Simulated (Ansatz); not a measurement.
C4H7NO can be A, `CCOCC#N`, or B, `CC1C=NCO1`.

Computed with Ansatz on PBE0-D4/def2-TZVP structures; ΔE is electronic, products minus reactants. CCSD(T)/CBS is the MP2 limit (def2-TZVPP, def2-QZVPP) plus CCSD(T) − MP2 in def2-TZVPP, frozen cores. DFT in def2-TZVPP. B3LYP here is the variant with VWN-RPA as its local correlation; programs differ in this. Each species was taken in one conformer, which may not be the lowest.

A:

```xyz
13

C     0.5006   -1.5742    0.0206
C    -0.7446   -0.7244    0.1480
O    -0.8184    0.3264   -0.8055
C     0.1168    1.3449   -0.6355
C    -0.0168    2.0423    0.6520
N    -0.1186    2.5717    1.6669
H     0.6042   -1.9593   -0.9959
H     1.4085   -1.0255    0.2810
H     0.4326   -2.4240    0.7037
H    -0.8330   -0.3110    1.1612
H    -1.6357   -1.3247   -0.0418
H     1.1526    0.9901   -0.7176
H    -0.0483    2.0679   -1.4372
```

B:

Z-matrix (Å, degrees):
```
C
C 1 1.516
H 1 1.093 2 110.6
H 1 1.091 2 110.0 3 119.5
H 1 1.092 2 110.6 3 -120.6
C 2 1.501 1 114.4 3 66.3
O 2 1.415 1 111.4 3 -178.9
H 2 1.102 1 109.2 3 -57.4
N 6 1.263 2 114.2 1 122.3
H 6 1.087 2 123.8 1 -57.6
C 7 1.420 2 108.3 1 -126.3
H 11 1.096 7 109.8 2 125.1
H 11 1.098 7 110.4 2 -115.2
```

Task: Which isomer does CCSD(T)/CBS put lower? Give the gap. (Estimate.)

Result: Ansatz gave: B, by 4.3 kcal/mol.

Task: Give E(B) − E(A) in kcal/mol with B3LYP, MP2/def2-TZVPP, PBE-D4, B2PLYP, r2SCAN-D4, B3LYP-D4, HF/def2-TZVPP. (Best estimate.)

Result: The calculation gave: B3LYP -2.9, MP2/def2-TZVPP -2.1, PBE-D4 -8.0, B2PLYP -2.0, r2SCAN-D4 -7.1, B3LYP-D4 -3.9, HF/def2-TZVPP -0.7. None reverses the order clearly.

Largest T1 diagnostic: 0.012.

In def2-TZVPP, CCSD(T) changes the Hartree–Fock value by −2.5 kcal/mol (the triples alone add −0.4 kcal/mol) and MP2 by −1.3 kcal/mol. From PBE to PBE0 (25 % exact exchange), in def2-TZVPP and without D4, E(B) − E(A) moves by −1.8 kcal/mol.
